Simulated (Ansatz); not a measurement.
Nudged elastic band run: CH8BN

input.yaml

```yaml
crystal:
  periodic: [false, false, false]
  atoms:
    - { symbol: B, position_ang: [-0.086593, -0.292213, 0.419518] }
    - { symbol: C, position_ang: [0.081096, 0.377307, 1.886573] }
    - { symbol: H, position_ang: [-0.794845, 0.232248, 2.552949] }
    - { symbol: H, position_ang: [0.973339, 0.026947, 2.446378] }
    - { symbol: H, position_ang: [0.201777, 1.471502, 1.782108] }
    - { symbol: H, position_ang: [0.902077, -0.226147, -0.295122] }
    - { symbol: H, position_ang: [-1.115988, 0.004046, -0.16791] }
    - { symbol: "N", position_ang: [-0.261934, -1.963368, 0.658977] }
    - { symbol: H, position_ang: [-0.394589, -2.454623, -0.234879] }
    - { symbol: H, position_ang: [0.567287, -2.366904, 1.117852] }
    - { symbol: H, position_ang: [-1.074825, -2.174197, 1.255756] }
basis:
  gaussian: { orbitals: "6-31G*" }
hamiltonian:
  xc: blyp
neb:
  order_check: false
  images: 9
  f_tol: 0.05
  max_iterations: 60
  final_atoms:
    - { symbol: B, position_ang: [0.01840066, -1.22609505, -1.23238661] }
    - { symbol: C, position_ang: [-0.09979255, 0.48745359, 3.09840137] }
    - { symbol: H, position_ang: [-0.80287945, 0.02404294, 3.80730254] }
    - { symbol: H, position_ang: [0.91274086, 0.47923687, 3.5295717] }
    - { symbol: H, position_ang: [-0.40632945, 1.52678904, 2.9072193] }
    - { symbol: H, position_ang: [1.14446211, -1.02695816, -1.60480434] }
    - { symbol: H, position_ang: [-0.93727016, -0.74868631, -1.78479502] }
    - { symbol: "N", position_ang: [-0.18797739, -2.0466021, -0.11404699] }
    - { symbol: H, position_ang: [-1.11068478, -2.26799841, 0.25929061] }
    - { symbol: H, position_ang: [0.5683711, -2.49247199, 0.40453681] }
    - { symbol: H, position_ang: [-0.10223895, -0.07411242, 2.15191064] }
  initial_path:
    images:
      - { positions_ang: [[-0.086593, -0.292213, 0.419518], [0.081096, 0.377307, 1.886573], [-0.794845, 0.232248, 2.552949], [0.973339, 0.026947, 2.446378], [0.201777, 1.471502, 1.782108], [0.902077, -0.226147, -0.295122], [-1.115988, 0.004046, -0.16791], [-0.261934, -1.963368, 0.658977], [-0.394589, -2.454623, -0.234879], [0.567287, -2.366904, 1.117852], [-1.074825, -2.174197, 1.255756]] }
      - { positions_ang: [[-0.08866999, -0.24612468, 0.32738088], [0.0661132, 0.31378541, 1.88972028], [-0.82611528, 0.12894502, 2.51163302], [0.94569929, -0.0945231, 2.41111424], [0.20010224, 1.39980274, 1.86534277], [0.90138061, -0.18852289, -0.37459637], [-1.12389139, -0.02869211, -0.24950014], [-0.24830425, -1.92521436, 0.65841325], [-0.43505808, -2.47582242, -0.1732986], [0.48457671, -2.28648291, 1.22206831], [-0.87903107, -1.9625527, 1.33392236]] }
      - { positions_ang: [[-0.09074697, -0.20003637, 0.23524376], [0.05113041, 0.25026382, 1.89286757], [-0.85738557, 0.02564204, 2.47031705], [0.91805958, -0.2159932, 2.37585048], [0.19842749, 1.32810347, 1.94857754], [0.90068422, -0.15089877, -0.45407074], [-1.13179478, -0.06143021, -0.33109027], [-0.2346745, -1.88706071, 0.65784949], [-0.47552716, -2.49702185, -0.11171821], [0.40186642, -2.20606182, 1.32628462], [-0.68323713, -1.7509084, 1.41208872]] }
      - { positions_ang: [[-0.09282396, -0.15394805, 0.14310664], [0.03614761, 0.18674222, 1.89601485], [-0.88865585, -0.07766094, 2.42900107], [0.89041986, -0.3374633, 2.34058672], [0.19675273, 1.25640421, 2.03181232], [0.89998783, -0.11327466, -0.53354511], [-1.13969816, -0.09416832, -0.41268041], [-0.22104475, -1.84890707, 0.65728574], [-0.51599624, -2.51822127, -0.05013781], [0.31915613, -2.12564073, 1.43050092], [-0.4874432, -1.53926411, 1.49025508]] }
      - { positions_ang: [[-0.09490095, -0.10785973, 0.05096952], [0.02116482, 0.12322063, 1.89916214], [-0.91992613, -0.18096392, 2.38768509], [0.86278015, -0.4589334, 2.30532295], [0.19507797, 1.18470494, 2.11504709], [0.89929144, -0.07565054, -0.61301947], [-1.14760155, -0.12690642, -0.49427054], [-0.207415, -1.81075342, 0.65672198], [-0.55646532, -2.53942069, 0.01144258], [0.23644583, -2.04521964, 1.53471723], [-0.29164926, -1.32761981, 1.56842143]] }
      - { positions_ang: [[-0.09697794, -0.06177141, -0.04116761], [0.00618202, 0.05969904, 1.90230942], [-0.95119641, -0.2842669, 2.34636912], [0.83514044, -0.5804035, 2.27005919], [0.19340322, 1.11300568, 2.19828186], [0.89859504, -0.03802643, -0.69249384], [-1.15550494, -0.15964453, -0.57586068], [-0.19378524, -1.77259978, 0.65615823], [-0.5969344, -2.56062011, 0.07302298], [0.15373554, -1.96479855, 1.63893354], [-0.09585533, -1.11597551, 1.64658779]] }
      - { positions_ang: [[-0.07390222, -0.29463614, -0.27941141], [-0.01501289, 0.14524995, 2.14152781], [-0.92153302, -0.22260493, 2.6385558], [0.85066052, -0.36847543, 2.52196169], [0.07345668, 1.19576235, 2.34006935], [0.94776846, -0.23581277, -0.87495594], [-1.11185798, -0.27745288, -0.81764755], [-0.19262367, -1.82740024, 0.50211718], [-0.69968448, -2.50209577, 0.1102765], [0.23666265, -2.07033324, 1.39205419], [-0.09713205, -0.90760289, 1.74765236]] }
      - { positions_ang: [[-0.0508265, -0.52750087, -0.51765521], [-0.03620781, 0.23080086, 2.3807462], [-0.89186963, -0.16094296, 2.93074248], [0.86618061, -0.15654735, 2.7738642], [-0.04648985, 1.27851903, 2.48185683], [0.99694187, -0.43359912, -1.05741804], [-1.06821103, -0.39526124, -1.05943442], [-0.1914621, -1.88220071, 0.34807614], [-0.80243455, -2.44357143, 0.14753003], [0.31958977, -2.17586792, 1.14517485], [-0.09840878, -0.69923027, 1.84871693]] }
      - { positions_ang: [[-0.02775078, -0.7603656, -0.75589901], [-0.05740272, 0.31635177, 2.61996459], [-0.86220623, -0.099281, 3.22292917], [0.88170069, 0.05538072, 3.0257667], [-0.16643639, 1.3612757, 2.62364432], [1.04611528, -0.63138547, -1.23988014], [-1.02456407, -0.5130696, -1.30122129], [-0.19030053, -1.93700117, 0.1940351], [-0.90518463, -2.38504709, 0.18478356], [0.40251688, -2.28140261, 0.8982955], [-0.0996855, -0.49085765, 1.9497815]] }
      - { positions_ang: [[-0.00467506, -0.99323032, -0.99414281], [-0.07859764, 0.40190268, 2.85918298], [-0.83254284, -0.03761903, 3.51511585], [0.89722078, 0.2673088, 3.2776692], [-0.28638292, 1.44403237, 2.76543181], [1.0952887, -0.82917181, -1.42234224], [-0.98091712, -0.63087796, -1.54300815], [-0.18913896, -1.99180164, 0.03999405], [-1.0079347, -2.32652275, 0.22203708], [0.48544399, -2.3869373, 0.65141615], [-0.10096223, -0.28248504, 2.05084607]] }
      - { positions_ang: [[0.01840066, -1.22609505, -1.23238661], [-0.09979255, 0.48745359, 3.09840137], [-0.80287945, 0.02404294, 3.80730254], [0.91274086, 0.47923687, 3.5295717], [-0.40632945, 1.52678904, 2.9072193], [1.14446211, -1.02695816, -1.60480434], [-0.93727016, -0.74868631, -1.78479502], [-0.18797739, -2.0466021, -0.11404699], [-1.11068478, -2.26799841, 0.25929061], [0.5683711, -2.49247199, 0.40453681], [-0.10223895, -0.07411242, 2.15191064]] }
```

Launched with:

```bash
$ ansatz run input.yaml --threads 1 --pin off --max-ram 2048MiB --backend cpu --events-out ev --progress --plain --runs-dir out
```

Output, in part (warnings, iteration lines, the closing report on the highest movable image, with atoms numbered from 0):

```
NEB end point (image 0): max|allowed force component| = 8.988e-3 eV/Å (the criterion of neb.relax_end_points is 1.000e-2)
NEB end point (image 10): max|allowed force component| = 1.504e-3 eV/Å (the criterion of neb.relax_end_points is 1.000e-2)
NEB iter   1: max|band force component| = 1.184e1 eV/Å  barrier→ = 7.3119 eV  barrier← = 8.0104 eV  Δτ_max = 0.1960 Å  (280 SCF iters)
NEB iter   2: max|band force component| = 3.513e0 eV/Å  barrier→ = 4.9276 eV  barrier← = 5.6261 eV  Δτ_max = 0.2000 Å  (273 SCF iters)
NEB iter   3: max|band force component| = 2.690e0 eV/Å  barrier→ = 3.7945 eV  barrier← = 4.4929 eV  Δτ_max = 0.1998 Å  (268 SCF iters)
NEB iter   4: max|band force component| = 2.639e0 eV/Å  barrier→ = 2.5017 eV  barrier← = 3.2001 eV  Δτ_max = 0.2000 Å  (254 SCF iters)
NEB iter   5: max|band force component| = 2.832e0 eV/Å  barrier→ = 2.7130 eV  barrier← = 3.4114 eV  Δτ_max = 0.1027 Å  (256 SCF iters)
NEB iter   6: max|band force component| = 2.204e0 eV/Å  barrier→ = 2.4197 eV  barrier← = 3.1182 eV  Δτ_max = 0.1000 Å  (246 SCF iters)
NEB iter   7: max|band force component| = 2.467e0 eV/Å  barrier→ = 2.2009 eV  barrier← = 2.8993 eV  Δτ_max = 0.1007 Å  (244 SCF iters)
NEB iter   8: max|band force component| = 2.189e0 eV/Å  barrier→ = 1.8832 eV  barrier← = 2.5817 eV  Δτ_max = 0.2000 Å  (250 SCF iters)
NEB iter   9: max|band force component| = 1.111e0 eV/Å  barrier→ = 1.3328 eV  barrier← = 2.0313 eV  Δτ_max = 0.2000 Å  (252 SCF iters)
NEB iter  10: max|band force component| = 2.746e0 eV/Å  barrier→ = 1.5967 eV  barrier← = 2.2952 eV  Δτ_max = 0.1001 Å  (250 SCF iters)
NEB iter  11: max|band force component| = 7.793e-1 eV/Å  barrier→ = 1.3796 eV  barrier← = 2.0781 eV  Δτ_max = 0.1979 Å  (247 SCF iters)
NEB iter  12: max|band force component| = 5.492e-1 eV/Å  barrier→ = 1.3064 eV  barrier← = 2.0048 eV  Δτ_max = 0.1412 Å  (249 SCF iters)
NEB iter  13: max|band force component| = 5.260e-1 eV/Å  barrier→ = 1.2549 eV  barrier← = 1.9533 eV  Δτ_max = 0.1282 Å  (254 SCF iters)
NEB iter  14: max|band force component| = 1.832e0 eV/Å  barrier→ = 1.2822 eV  barrier← = 1.9807 eV  CI = image 3  Δτ_max = 0.2000 Å  (255 SCF iters)
NEB iter  15: max|band force component| = 1.135e0 eV/Å  barrier→ = 1.7315 eV  barrier← = 2.4300 eV  CI = image 3  Δτ_max = 0.2000 Å  (252 SCF iters)
NEB iter  16: max|band force component| = 1.657e0 eV/Å  barrier→ = 1.9300 eV  barrier← = 2.6284 eV  CI = image 3  Δτ_max = 0.0965 Å  (260 SCF iters)
NEB iter  17: max|band force component| = 6.976e-1 eV/Å  barrier→ = 1.8374 eV  barrier← = 2.5358 eV  CI = image 3  Δτ_max = 0.0732 Å  (245 SCF iters)
NEB iter  18: max|band force component| = 2.427e-1 eV/Å  barrier→ = 1.8008 eV  barrier← = 2.4993 eV  CI = image 3  Δτ_max = 0.0931 Å  (239 SCF iters)
NEB iter  19: max|band force component| = 1.904e-1 eV/Å  barrier→ = 1.7821 eV  barrier← = 2.4805 eV  CI = image 3  Δτ_max = 0.1293 Å  (238 SCF iters)
NEB iter  20: max|band force component| = 3.107e-1 eV/Å  barrier→ = 1.7818 eV  barrier← = 2.4803 eV  CI = image 3  Δτ_max = 0.0645 Å  (247 SCF iters)
NEB iter  21: max|band force component| = 1.882e-1 eV/Å  barrier→ = 1.7742 eV  barrier← = 2.4726 eV  CI = image 3  Δτ_max = 0.0603 Å  (247 SCF iters)
NEB iter  22: max|band force component| = 4.843e-2 eV/Å  barrier→ = 1.7730 eV  barrier← = 2.4715 eV  CI = image 3  Δτ_max = 0.0210 Å  (450 SCF iters)
NEB iter  23: max|band force component| = 5.912e-2 eV/Å  barrier→ = 1.7718 eV  barrier← = 2.4703 eV  CI = image 3  Δτ_max = 0.0367 Å  (27 SCF iters)
NEB iter  24: max|band force component| = 1.399e-1 eV/Å  barrier→ = 1.7714 eV  barrier← = 2.4698 eV  CI = image 3  Δτ_max = 0.0184 Å  (238 SCF iters)
NEB iter  25: max|band force component| = 6.979e-2 eV/Å  barrier→ = 1.7706 eV  barrier← = 2.4691 eV  CI = image 3  Δτ_max = 0.0368 Å  (239 SCF iters)
NEB iter  26: max|band force component| = 7.129e-2 eV/Å  barrier→ = 1.7704 eV  barrier← = 2.4689 eV  CI = image 3  Δτ_max = 0.0368 Å  (252 SCF iters)
NEB iter  27: max|band force component| = 6.384e-2 eV/Å  barrier→ = 1.7703 eV  barrier← = 2.4688 eV  CI = image 3  Δτ_max = 0.0364 Å  (248 SCF iters)
NEB iter  28: max|band force component| = 4.441e-2 eV/Å  barrier→ = 1.7703 eV  barrier← = 2.4688 eV  CI = image 3  Δτ_max = 0.0000 Å  (445 SCF iters)
Total energy: -3330.07129028 eV, -122.3778627145 hartree
Atom 0 at    -0.048719    -0.477655     0.247230 Å, force    -0.001886    -0.004679    -0.000904 eV/Å
Atom 1 at    -0.077143     0.184813     2.002928 Å, force    -0.002943     0.002335     0.000780 eV/Å
Atom 2 at    -1.005270     0.151902     2.601095 Å, force     0.000149     0.000034    -0.000270 eV/Å
Atom 3 at     0.796510     0.047788     2.664629 Å, force     0.000328    -0.000478     0.000158 eV/Å
Atom 4 at    -0.004678     1.202783     1.588564 Å, force     0.000677     0.000325    -0.000040 eV/Å
Atom 5 at     1.028610    -0.146287    -0.178558 Å, force     0.000417     0.000152     0.000636 eV/Å
Atom 6 at    -1.043280    -0.024092    -0.259586 Å, force     0.000218     0.001408     0.000494 eV/Å
Atom 7 at    -0.155016    -2.041079     0.553082 Å, force     0.002875     0.005230     0.000142 eV/Å
Atom 8 at    -1.019409    -2.516818     0.290026 Å, force    -0.000394    -0.000588     0.000651 eV/Å
Atom 9 at     0.667462    -2.616426     0.365234 Å, force    -0.001224    -0.001465    -0.000540 eV/Å
Atom 10 at    -0.142265    -1.130330     1.547557 Å, force     0.001782    -0.002274    -0.001108 eV/Å
Dipole moment:    -0.029039    -0.380047     0.162463 e Å
```

The forces met the threshold. The band force fell under the threshold earlier too, but the program's further tests of the path sent the band on. Neighbouring images differ by up to 1.6 eV, so the band resolves the path poorly. A vibrational analysis at the climbing image gives one clearly imaginary mode, 1434i cm⁻¹: a first-order saddle point. The orbitals stay closed-shell, which can raise the energy where a bond breaks towards radicals; this wasn't checked here.

Final band (atoms are numbered from 1 in the order of the input):

```
image  path coordinate (Å)  energy (eV)  B1–C2 (Å)  N8–H11 (Å)  C2–H11 (Å)
    0                 0.00         0.00       1.62        1.03        2.87
    1                 0.83         0.05       1.62        1.03        2.64
    2                 1.65         0.30       1.64        1.03        2.15
    3                 2.48         1.77       1.88        1.35        1.39
    4                 3.19         0.21       2.42        1.95        1.11
    5                 3.91        -0.46       2.92        2.39        1.10
    6                 4.63        -0.63       3.36        2.77        1.10
    7                 5.35        -0.68       3.81        3.05        1.10
    8                 6.06        -0.69       4.17        3.10        1.10
    9                 6.78        -0.70       4.45        3.06        1.10
   10                 7.50        -0.70       4.66        3.01        1.10
```

Time of the run: 2.5 min on 1 thread of AMD EPYC 9R45 96-Core Processor (Zen 5) (shared host), peak memory 0.14 GiB.
